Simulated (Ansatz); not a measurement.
```yaml
crystal:
  periodic: [false, false, false]
  atoms:
    - {symbol: Sn, position_ang: [0.132054, -0.145283, -0.070768]}
    - {symbol: N, position_ang: [0.208960, 1.778261, -0.230525]}
    - {symbol: N, position_ang: [-1.400080, -0.662760, 0.880354]}
    - {symbol: H, position_ang: [-0.518034, 2.356269, 0.172165]}
    - {symbol: H, position_ang: [1.517675, -0.747020, -0.867790]}
basis:
  gaussian: {orbitals: def2-TZVP}
magnetization: {spin_polarized: true, initial_magnetization: 2}
hamiltonian: {xc: pbe0}
relax: {f_tol: 0.004, max_steps: 80}
```

```sh
$ ansatz run in.yaml --threads 1 --pin off --events-out ev --progress --plain --max-ram 2176MiB
```

Steps of the relaxation (energy above the last step; positions in Å, forces in eV/Å):

```
5
step 1, 374.2 meV
Sn    0.132   -0.145   -0.071    2.107    0.173   -1.276
N     0.209    1.778   -0.231    0.723    1.066   -0.497
N    -1.400   -0.663    0.880   -2.075   -0.994    1.305
H    -0.518    2.356    0.172   -0.438   -0.144    0.272
H     1.518   -0.747   -0.868   -0.317   -0.101    0.196
```

```
5
step 2, 108.4 meV
Sn    0.161   -0.077   -0.092    0.336    0.813   -0.250
N     0.247    1.881   -0.260    0.214    0.067   -0.133
N    -1.397   -0.761    0.884   -0.543   -0.439    0.352
H    -0.541    2.363    0.185   -0.046   -0.268    0.043
H     1.470   -0.826   -0.835    0.038   -0.173   -0.013
```

```
5
step 3, 33.2 meV
Sn    0.148    0.074   -0.094    0.184    0.271   -0.127
N     0.314    2.015   -0.308   -0.744   -0.540    0.479
N    -1.357   -0.953    0.872    0.195    0.150   -0.126
H    -0.538    2.364    0.184    0.536    0.041   -0.324
H     1.373   -0.921   -0.770   -0.171    0.079    0.098
```

```
5
step 8, 0.0 meV
Sn    0.154    0.075   -0.097   -0.001   -0.004    0.001
N     0.288    1.983   -0.290    0.000    0.002   -0.001
N    -1.336   -0.964    0.860    0.001    0.001   -0.001
H    -0.522    2.409    0.171    0.000    0.000    0.001
H     1.357   -0.923   -0.761   -0.001    0.001    0.000
```

```
5
step 10, 0.0 meV
Sn    0.154    0.075   -0.097    0.000    0.000    0.000
N     0.288    1.983   -0.290    0.000    0.000    0.000
N    -1.336   -0.964    0.860    0.000    0.000    0.000
H    -0.522    2.409    0.172    0.000    0.000    0.000
H     1.358   -0.923   -0.761    0.000    0.000    0.000
```

Close pairs at the end: N2–H4 1.025 Å, Sn1–H5 1.699 Å, Sn1–N2 1.923 Å, Sn1–N3 2.053 Å.

A stationary point of unrestricted PBE0 after 10 steps, with ⟨S²⟩ = 2.126 against 2.00 for a pure state; no frequencies were run, so it isn't proven a minimum. 2.2 min on 1 thread of Arm Neoverse N1, shared host.
